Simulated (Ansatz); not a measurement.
Loss of H2: C5H12 → C5H10 + H2

Species: C5H12 (pentane) `CCCCC`, singlet; C5H10 (1-pentene) `C=CCCC`, singlet; H2 (hydrogen), singlet. 

Shapes, held fixed at every level: PBE0-D4/def2-TZVP. Flexible molecules stand in one conformer, not always the lowest. Programs: Ansatz 0.2.0. Electronic energies: no zero-point or thermal term.

```tsv
level	kind	ΔE (kJ/mol)	less CCSD(T)/CBS estimate
PBE-D4/def2-TZVPP	GGA	+155.1	+1.8
r2SCAN-D4/def2-TZVPP	meta-GGA	+158.4	+5.1
B3LYP-D4/def2-TZVPP	global hybrid	+146.7	-6.6
wB97X-V/def2-TZVPP	range-separated hybrid	+166.2	+12.9
MP2/def2-TZVPP	perturbation theory	+157.4	+4.1
CCSD(T)/def2-TZVPP	coupled cluster or CI	+153.5	+0.2
CCSD(T)/CBS estimate	coupled cluster or CI	+153.3	0.0
```

The highest level, CCSD(T)/CBS estimate, gives ΔE = +153.3 kJ/mol; the levels span +146.7 to +166.2. The column of differences is taken from that level and isn't an error. No measured value is set beside it here. The CBS estimate extrapolates MP2 from def2-TZVPP and def2-QZVPP and adds CCSD(T) − MP2 in the triple-zeta set, cores frozen; for H2 it overshoots the exact energy by about 1 mEh.
